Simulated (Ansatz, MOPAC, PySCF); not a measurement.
Barrier height from CH3F2, charge -1 to the transition structure CH3F2, without zero-point energy, on the benchmark's geometries as Psi4's copy of the set gives them.
Transition structure (charge -1, multiplicity 1):
```xyz
6

F      0.00310    -0.01889    -0.01546
C     -0.00015    -0.00014     1.80786
H      1.06945     0.00171     1.80976
H     -0.53661     0.92513     1.79693
H     -0.53260    -0.92778     1.81706
F     -0.00319     0.01997     3.63185
```
Reactant (charge -1, multiplicity 1):
```xyz
6

F      0.0000     0.0000    -1.8476
C      0.0000     0.0000    -0.4219
H      0.0000     1.0236    -0.0738
H     -0.8864    -0.5118    -0.0738
H      0.8864    -0.5118    -0.0738
F      0.0000     0.0000     2.1535
```

Open shells are unrestricted; no spin–orbit coupling.

Cores are frozen in the correlated methods. Rows in 6-31G*, STO-3G carry no dispersion term and start afresh at each structure (6-31G* with six Cartesian d functions). MP2/6-31G* freezes PySCF's default core. The state that AM1 reach isn't checked.

Codes used: Ansatz (a quantum-chemistry and plane-wave program) with Gaussian orbitals; MOPAC for AM1 (differences of heats of formation); PySCF for 6-31G* rows, M06-2X, STO-3G rows, the dispersion terms. Values without a source in brackets are computed.

```csv
level,barrier height (kJ/mol)
AM1,172.9
HF/STO-3G,-11.6
PBE-D4/def2-TZVPPD,30.5
revPBE/def2-TZVPPD,33.2
M06-2X/def2-TZVPPD,64.8
wB97X-V/def2-TZVPPD,55.2
wB97M-V/def2-TZVPPD,51.9
MP2/6-31G*,47.0
CCSD(T)/aug-cc-pVDZ,?
```

Problem. Fill in the missing entries.

Solution. 
- CCSD(T)/aug-cc-pVDZ, barrier height (kJ/mol): 45.7
